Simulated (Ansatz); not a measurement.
C2HF, SMILES `C#CF`. The species carries charge 0 and has multiplicity 1.

Task: List the harmonic frequencies (cm⁻¹, unscaled) at PBE0-D4/def2-TZVP in Ansatz. (Best estimate.)

Result: The calculation gave: 426, 426, 622, 622, 1109, 2345, 3501.

Task: Is this a minimum?

Result: Yes, all 7 modes are real.

Task: Give the ideal-gas thermochemistry at 298.15 K and 1 bar (rigid rotor, harmonic oscillator; point group C∞v, symmetry number 1).

Result: Zero-point energy 54.1 kJ/mol; H(298) − E = 65.1 kJ/mol; entropy 229.0 J/(mol·K), of which translation 156.1, rotation 62.0, vibration 11.0; G(298) − E = -3.1 kJ/mol.

Task: And at 400, 500, 600, 800 and 1000 K?

Result: 
| T (K) | H − E (kJ/mol) | S (J/mol/K) | G − E (kJ/mol) |
| --- | --- | --- | --- |
| 400 | 70.6 | 244.8 | -27.3 |
| 500 | 76.5 | 257.9 | -52.4 |
| 600 | 82.8 | 269.3 | -78.8 |
| 800 | 96.1 | 288.4 | -134.7 |
| 1000 | 110.2 | 304.2 | -194.0 |

Task: Rotational constants (cm⁻¹)?

Result: 0.327.
